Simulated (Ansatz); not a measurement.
## [OH···H···H], doublet: transfer scan

Starting geometry:

```xyz
4

O    -0.1530   -0.0491    0.0000
H    -0.4023    0.8775    0.0000
H     0.8065   -0.0491    0.0000
H     2.0240   -0.0491    0.0000
```

From there H3 is moved from one fragment to the other while all else, the fragments' distance too, stays fixed, so the hump isn't the reaction's barrier; atoms are numbered as listed. Energies are in kJ/mol, counted from the starting geometry at the same level. Kohn–Sham curves are unrestricted where that lies lower.

Basis 6-31G; Ansatz 0.2.0. Only valence electrons are correlated (noble-gas cores frozen). Prefix R: restricted or restricted open-shell reference; prefix U: unrestricted.

Full CI is exact within this basis and frozen core; it isn't the basis-set limit. The frozen core follows each run's orbitals, which can shift R against U totals by a few meV.

```
distance O1-H3 (Å)  full CI  curve A  curve B  curve C  curve D
             0.892     18.2      8.4     18.2     20.6     27.0
             0.960      0.0      0.0      0.0      0.0      0.0
             1.027      2.7     12.2      2.7     -0.4     -7.0
             1.095     14.7     31.8     14.8      8.3     -4.5
             1.162     27.0     46.0     27.0     17.9      0.7
             1.230     33.4     46.3     33.5     23.3      4.8
             1.297     31.9     33.3     32.0     22.6      6.9
             1.365     25.5     14.2     25.5     18.3      9.1
             1.432     21.2     -0.8     21.2     16.7     15.8
```

The curves come from B2PLYP, PBE, RCCSDTQ, UHF. Compare each with full CI and say which is which.

A: UHF, B: RCCSDTQ, C: B2PLYP, D: PBE. Spread of the error against full CI, over the points where both stand: A 41.1, B 0.0, C 12.5, D 37.4 kJ/mol. 

In so small a basis the reference is far from its limit while semilocal and hybrid functionals are nearer theirs (RPA and double hybrids share much of the reference's basis error), so the functionals' errors here hold much of the reference's basis and frozen-core error, which can add to them or hide them.
